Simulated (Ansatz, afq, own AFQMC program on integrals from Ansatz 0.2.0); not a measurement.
## AlBH, quartet: AFQMC among the cluster methods

```
atom   x (Å)   y (Å)    z (Å)
   B  0.0000  0.0000   5.0083
  Al  0.0000  0.0000  -1.7157
   H  0.0000  0.0000  -3.2927
```

Connectivity, by distances: B ··· AlH.

Basis 6-31G. Noble-gas cores (and the filled d shells of Ga–Kr and In–Xe) are frozen. Ansatz 0.2.0 and our own AFQMC program on the same integrals; the CISD trial comes from CCSD amplitudes, and released means the phaseless constraint is let go. Error bars are statistical, one sigma.

Determinant: UHF, the one that the program's search chose, which needn't be the lowest solution. The geometry is a point of a scan.

Full CI on the same integrals is exact in this basis and with this determinant's frozen core.

Cautions: lower spins were not checked.

```
T1 diagnostic                               : 0.0143
weight of the determinant in the CISD state : 0.912
⟨S²⟩ of the determinant                     : 3.753
size of the correlated space                : 7 electrons in 18 orbitals
```

Reference: full CI, correlation energy -1.920 eV. The released energy is read at 2.40 1/Eh (meV from the phaseless value at times in 1/Eh: -0.8 ± 1.0 at 0.24, -1.6 ± 0.9 at 0.51, -4.5 ± 0.7 at 0.99, -7.7 ± 0.7 at 1.62, -6.0 ± 0.6 at 2.40).

```
         level  E − E(reference) (kcal/mol)  share of correlation (%)
            HF                        44.27                      0.00
           MP2                        18.99                     57.09
          CCSD                         0.61                     98.62
       CCSD(T)                         0.22                     99.51
         CCSDT                         0.00                    100.00
      CCSDT(Q)                         0.00                    100.00
        CCSDTQ                         0.00                    100.00
   ph-AFQMC/HF                  3.30 ± 0.41                     92.54
 ph-AFQMC/CISD                  0.21 ± 0.02                     99.53
released AFQMC                  0.07 ± 0.01                     99.85
```

CCSDT and higher add their correlation energy to the determinant of the CCSD(T) run, since their own runs factorise the integrals more tightly (a shift of under 2 meV). Released energies are given only where the last usable release times agree within the noise; a slower fall can still hide under it.
